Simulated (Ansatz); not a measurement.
Input file:

```yaml
crystal:
  periodic: [false, false, false]
  atoms:
    - {symbol: B, position_ang: [0.000000, 0.000000, -1.472133]}
    - {symbol: C, position_ang: [0.000000, 0.000000, -0.102133]}
    - {symbol: Si, position_ang: [0.000000, 0.000000, 1.574267]}
basis:
  gaussian: {orbitals: cc-pVDZ}
total_charge: 1
magnetization: {spin_polarized: true, initial_magnetization: 2}
hamiltonian: {xc: {name: PBE}}
output: {orbitals: {seedname: orbitals}}
```

```sh
$ ansatz run in.yaml --threads 1 --pin off --events-out ev --progress --plain --max-ram 2393MiB
```

Log:

```
572 factors; their error is unknown
mean field evaluation 1: about -9538.9637 eV, gradient 7.1e1 eV
mean field evaluation 2: about -9401.1789 eV, gradient 1.1e2 eV
mean field evaluation 4: about -9543.2071 eV, gradient 4.4e1 eV
mean field evaluation 8: about -9569.3813 eV, gradient 1.9e0 eV
mean field evaluation 16: about -9569.4003 eV, gradient 1.5e-4 eV
mean field evaluation 32: about -9567.1432 eV, gradient 1.3e1 eV
mean field evaluation 64: about -9568.8569 eV, gradient 5.6e0 eV
mean field -9569.40032510 eV, -351.6689755751 hartree, gradient 8.6e-6 eV, S^2 2.010566; 7 other end points of the search recorded, 0 dependent functions left out
reference -9569.40035655 eV, -351.6689767308 hartree; 13, 11 occupied and 33, 35 virtual orbitals, 572 factors
Total energy: -9569.40035655 eV, -351.6689767308 hartree
```

Ran on 1 thread of Arm Neoverse V1, shared host: 4.1 s wall, 0.16 GiB peak host memory.
